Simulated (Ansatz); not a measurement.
Geometry optimisation, RHF/6-31G in Ansatz.

input.yaml

```yaml
crystal:
  periodic: [false, false, false]
  atoms:
    - { symbol: B, position_ang: [-0.76461, 0.82865, -0.80597] }
    - { symbol: B, position_ang: [0.03209, 0.26347, 0.50624] }
    - { symbol: C, position_ang: [0.07227, 0.99401, 1.76879] }
    - { symbol: H, position_ang: [-0.83505, 0.25896, -1.86606] }
    - { symbol: H, position_ang: [-1.3667, 1.87789, -0.86076] }
    - { symbol: H, position_ang: [0.63193, -0.81029, 0.48542] }
    - { symbol: H, position_ang: [0.58711, 0.66958, 2.68507] }
    - { symbol: H, position_ang: [-0.41395, 1.96157, 1.93925] }
total_charge: -1
basis:
  gaussian: { orbitals: "6-31G" }
hamiltonian:
  xc: hf
relax:
  f_tol: 0.015
  max_steps: 40
```

Run as:

```bash
$ ansatz run input.yaml --threads 1 --pin off --max-ram 2048MiB --backend cpu --events-out ev --progress --plain --runs-dir out
```

Question: Where does it end, and by what steps?

Answer: The run converged. Limits of this set-up: no polarisation functions, an anion without diffuse functions. After 6 steps the energy has fallen by 0.060 eV; H8 moved furthest, 0.08 Å.

```csv
step,energy less start (eV),largest force component (eV/Å),accepted
0,0.0000,1.418,yes
1,-0.0527,0.412,yes
2,-0.0421,0.509,no
3,-0.0596,0.038,yes
4,-0.0596,0.099,yes
5,-0.0600,0.023,yes
6,-0.0601,0.003,yes
```

```xyz
8
Properties=species:S:1:pos:R:3
B -0.764 0.826 -0.811
B 0.066 0.224 0.540
C 0.070 1.000 1.769
H -0.863 0.291 -1.903
H -1.353 1.892 -0.788
H 0.655 -0.853 0.488
H 0.568 0.706 2.692
H -0.436 1.958 1.865
```

Whether the end is a true minimum wasn't checked by a vibrational analysis.

Time of the run: 12 s on 1 thread of Intel(R) Xeon(R) Processor @ 2.50GHz (Skylake/Cascade Lake) (shared host), peak memory 0.1 GiB.
